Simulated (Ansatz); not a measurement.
Base system: V in the bcc (W type) structure (space group Im-3m, No. 229; a = 2.959 Å).

Level of theory: PBEsol (Ansatz, a program for electronic structure; PAW; 420 eV plane waves; no spin-orbit coupling).

The change: full substitution V → Ta; the structure is relaxed again.

Measured lattice parameter a: V 3.021 Å (static lattice; corrected from measurement; as listed in Daniel Mejia-Rodriguez, S. B. Trickey, Phys. Rev. B (2018)); Ta 3.299 Å (static lattice; corrected from measurement; as listed in Daniel Mejia-Rodriguez, S. B. Trickey, Phys. Rev. B (2018)).

How well does PBEsol reproduce the measured shift?

With PBEsol the lattice parameter a moves by +0.323 Å (2.959 → 3.282) against +0.278 Å measured.

Stability against distortions was not tested. Seeded moments were not kept for the base. The final runs are not spin-polarised.
